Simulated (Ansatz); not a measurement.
Relaxation of C2H7B (10 atoms, charge 0, multiplicity 1), to a largest force component of 0.02 eV/Å in at most 40 steps.

The calculation used Ansatz 0.2.0, RKS B3LYP/6-31G.

```xyz
10
Properties=species:S:1:pos:R:3
B 0.000 0.000 0.000
C 0.000 0.000 1.600
H -1.000 -0.309 1.970
H 0.768 -0.711 1.970
H 0.232 1.020 1.970
H 1.030 0.000 -0.595
C -1.386 0.000 -0.800
H -1.946 -0.930 -0.571
H -1.990 0.880 -0.495
H -1.184 0.051 -1.890
```

**Question.** Where does it end, and by what steps?

**Answer.** The run converged. The force dipped under the threshold on the way, but the program's further checks kept it going. Limits of this set-up: no polarisation functions. After 21 steps the energy has fallen by 0.104 eV; H8 moved furthest, 0.67 Å.

| step | energy less start (eV) | largest force component (eV/Å) | accepted |
| --- | --- | --- | --- |
| 0 | 0.0000 | 0.974 | yes |
| 1 | -0.0777 | 0.322 | yes |
| 2 | -0.0880 | 0.159 | yes |
| 3 | -0.0895 | 0.054 | yes |
| 4 | -0.0916 | 0.029 | yes |
| 5 | -0.0752 | 0.613 | no |
| 6 | -0.0933 | 0.069 | yes |
| 7 | -0.0948 | 0.208 | yes |
| 8 | -0.0965 | 0.109 | yes |
| 9 | -0.0972 | 0.095 | yes |
| 10 | -0.0989 | 0.096 | yes |
| 11 | -0.0786 | 0.764 | no |
| 12 | -0.0883 | 0.496 | no |
| 13 | -0.1004 | 0.012 | yes |
| 14 | -0.1016 | 0.057 | yes |
| 15 | -0.1018 | 0.189 | yes |
| 16 | -0.1027 | 0.070 | yes |
| 17 | -0.1033 | 0.014 | yes |
| 18 | -0.1036 | 0.074 | yes |
| 19 | -0.1014 | 0.199 | no |
| 20 | -0.1040 | 0.004 | yes |
| 21 | -0.1041 | 0.008 | yes |

```xyz
10
Properties=species:S:1:pos:R:3
B -0.069 -0.103 0.045
C -0.004 0.082 1.602
H -0.979 0.128 2.101
H 0.608 -0.697 2.081
H 0.524 1.029 1.813
H 0.961 -0.330 -0.536
C -1.385 -0.016 -0.805
H -1.630 -1.034 -1.157
H -2.257 0.365 -0.262
H -1.244 0.576 -1.721
```

Run time: 34 s on 1 thread of Arm Neoverse V1, on a shared host, peak memory 0.1 GiB.
